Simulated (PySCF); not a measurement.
# SiCl₂ + H₂O → SiO + 2 HCl

Level: PBE0 in the def2-TZVP basis family, all electrons, no relativity, computed in PySCF with density fitting; open shells unrestricted.

| species | state and structure | E (Eh) | ZPE (kJ/mol) | H(298 K) − H(0) (kJ/mol) | S° (J/(mol K)) |
| --- | --- | --- | --- | --- | --- |
| SiCl₂ | singlet, C2v, Si–Cl 2.078 Å (×2); Cl–Si–Cl 101.4° | -1209.57210 | 7.4 | 12.5 | 281.6 |
| H₂O | singlet, C2v, O–H 0.960 Å (×2); H–O–H 105.1° | -76.37736 | 56.5 | 9.9 | 188.7 |
| SiO | singlet, C∞v, Si–O 1.509 Å | -364.55822 | 7.6 | 8.7 | 211.5 |
| HCl | singlet, C∞v, H–Cl 1.279 Å | -460.66440 | 17.9 | 8.7 | 186.6 |

Problem. What is the electronic reaction energy?

Solution. At PBE0/def2-TZVP, ΔE = 163.9 kJ/mol from the differences of the total energies times 2625.5, uphill. Hydrolysis steps of this kind drive oxide growth by atomic layer deposition.

Problem. Add zero-point, thermal and entropy terms for 298.15 K and 1 bar.

Solution. ΔZPE = -20.5 and Δ[H(298) − H(0)] = 3.7 kJ/mol give ΔH° = 147.1 kJ/mol. ΔS° = 114.4 J/(mol K), so ΔG° = 147.1 − 298.15 × (0.1144) = 113 kJ/mol and log₁₀K = -19.8. ΔG° would change sign near 1290 K if ΔH° and ΔS° stayed fixed.

Only the bonding shown was studied: isomers, or loss of a ligand pair, can lie lower.
